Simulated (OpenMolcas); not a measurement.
**CH4AlN (SMILES [H]/N=[CH]/[AlH2]) at FNO-MP2/ANO-XS-VDZ (DKH2, RICD fitting, electric field 0.005 a.u., field axis y, virtual fraction 0.4)**

Aim: the energy difference between two shapes of CH4AlN at FNO-MP2/ANO-XS-VDZ (DKH2, RICD fitting, electric field 0.005 a.u., field axis y, virtual fraction 0.4), from 2 runs. 

Program for the calculation: OpenMolcas 26.06.

8 further runs of the same task are left out: 5 that didn't finish, 3 set aside as unsound or not needed.

**1. The molecule**

The species is CH4AlN (7 atoms), meant as a singlet with charge 0. As SMILES, `[H]/N=[CH]/[AlH2]`. The shape comes from a force field and isn't a relaxed structure.

Bond lengths: N1–C2 1.260 Å, C2–Al3 1.939 Å, N1–H4 1.003 Å, C2–H5 1.103 Å, Al3–H6 1.606 Å, Al3–H7 1.640 Å. Angles: N1–C2–Al3 118.7°, N1–C2–H5 121.6°, Al3–C2–H5 119.7°, C2–N1–H4 117.1°, C2–Al3–H6 121.4°, C2–Al3–H7 121.2°, H6–Al3–H7 117.4°.

**2. The energy at FNO-MP2/ANO-XS-VDZ (DKH2, RICD fitting, electric field 0.005 a.u., field axis y, virtual fraction 0.4)**

File run.input:

```
>>> EXPORT MOLCAS_PRINT=2
&GATEWAY
Coord
7
bohr
N     -2.68322212    -1.32356418    -0.01681856
C     -0.75740223    -0.35489057    -1.02876690
Al     1.92430811     0.89270662     1.13345773
H     -4.08067459    -1.87290756    -1.17314198
H     -0.53006818    -0.28837221    -3.09933982
H      1.68147831     0.81598374     4.15777542
H      4.56123195     2.00273175    -0.05952637
Basis=ANO-XS-VDZ
Group=NoSym
RICD
&SEWARD
Relativistic=R02E00
&FFPT
Dipole
Y -0.005
&SCF
PrOrbitals=1
&MBPT2
FNOMP2=0.4
DoMP2
Frozen=7
```

Run with:

```bash
export MOLCAS_MEM=1860
pymolcas run.input > run.log
```

The program printed:

```text
--- Start Module: gateway ---
[...]
--- Stop Module: gateway /rc=_RC_ALL_IS_WELL_ ---
[...]
      Basis functions           39
[...]
--- Start Module: scf ---
[...]
       Convergence after  12 Iterations
[...]
::    Total SCF energy                               -336.9107875498
[...]
      Total spin, S                                     0.0000000000
[...]
      Total electronic charge=   30.000000
      Total            charge=   -0.000000
[...]
      Dipole Moment (debye):
      Origin of the operator (angstrom)=    0.0641    0.0182    0.1654
                   X= -1.5235E-01               Y=  3.6682E-01               Z= -2.3104E+00           Total=  2.3443E+00
      Quadrupole Moment (debye*angstrom):
[...]
--- Stop Module: scf /rc=_RC_ALL_IS_WELL_ ---
--- Start Module: mbpt2 ---
[...]
WARNING!
Default frozen orbitals as non valence orbitals is overwritten by user input.
Default values:   4
[...]
       Reference weight ( Cref**2 )         =        0.92637
::    Total MBPT2 energy                             -337.0962699505
[...]
--- Stop Module: mbpt2 /rc=_RC_ALL_IS_WELL_ ---
[...]
```

Wall time 2 s (1 thread of Arm Neoverse V1, shared host).

**3. The distorted shape**

File run.input:

```
>>> EXPORT MOLCAS_PRINT=2

&GATEWAY
 Coord
 7
 bohr
 N     -2.68434462    -1.34038274    -0.09745507
 C     -0.75635154    -0.34565358    -1.06312590
 Al     1.93581277     0.86400924     1.10953569
 H     -4.07132045    -1.78797193    -1.17614475
 H     -0.56106536    -0.30322734    -3.10145253
 H      1.66760394     0.76269535     4.17385510
 H      4.57402728     1.96371268    -0.07768664
 Basis=ANO-XS-VDZ
 Group=NoSym
 RICD

&SEWARD
 Relativistic=R02E00

&FFPT
 Dipole
 Y -0.005

&SCF
 PrOrbitals=1

&MBPT2
 FNOMP2=0.4
 DoMP2
 Frozen=7
```

Run with:

```bash
export MOLCAS_MEM=1860
pymolcas run.input > run.log
```

The program printed:

```text
--- Start Module: gateway ---
[...]
--- Stop Module: gateway /rc=_RC_ALL_IS_WELL_ ---
[...]
      Basis functions           39
[...]
--- Start Module: scf ---
[...]
       Convergence after  13 Iterations
[...]
::    Total SCF energy                               -336.9068760566
[...]
      Total spin, S                                     0.0000000000
[...]
      Total electronic charge=   30.000000
      Total            charge=   -0.000000
[...]
      Dipole Moment (debye):
      Origin of the operator (angstrom)=    0.0667    0.0096    0.1451
                   X= -1.7813E-01               Y=  4.4373E-01               Z= -2.3437E+00           Total=  2.3920E+00
      Quadrupole Moment (debye*angstrom):
[...]
--- Stop Module: scf /rc=_RC_ALL_IS_WELL_ ---
--- Start Module: mbpt2 ---
[...]
WARNING!
Default frozen orbitals as non valence orbitals is overwritten by user input.
Default values:   4
[...]
       Reference weight ( Cref**2 )         =        0.92789
::    Total MBPT2 energy                             -337.0898350605
[...]
--- Stop Module: mbpt2 /rc=_RC_ALL_IS_WELL_ ---
[...]
```

It took 2 s on 1 thread of Arm Neoverse V1, shared host.

**4. What came out**

Level: FNO-MP2/ANO-XS-VDZ (DKH2, RICD fitting, electric field 0.005 a.u., field axis y, virtual fraction 0.4), 7 core orbitals frozen.

| quantity | value |
| --- | --- |
| first shape: total energy | -337.09627 Eh |
| first shape: dipole moment (mean-field density) | 2.34 D |
| first shape: HOMO–LUMO gap (Hartree–Fock orbitals) | 11.25 eV |
| first shape: correlation energy (7 core orbitals frozen) | -185.5 mEh |
| distorted shape: total energy | -337.08984 Eh |
| distorted shape: dipole moment (mean-field density) | 2.39 D |
| distorted shape: HOMO–LUMO gap (Hartree–Fock orbitals) | 11.19 eV |
| distorted shape: correlation energy (7 core orbitals frozen) | -183.0 mEh |
| energy change with the atoms displaced | 0.175 eV |

**Reading.** With the atoms displaced the energy rises by 0.18 eV (16.9 kJ/mol). The first shape isn't relaxed at this level, so the change isn't measured from a minimum. Mulliken charges (first shape) of the mean-field density run from -0.53 on C2 to +1.14 on Al3; they depend strongly on the basis. Mulliken charges (distorted shape) of the mean-field density run from -0.53 on C2 to +1.13 on Al3.
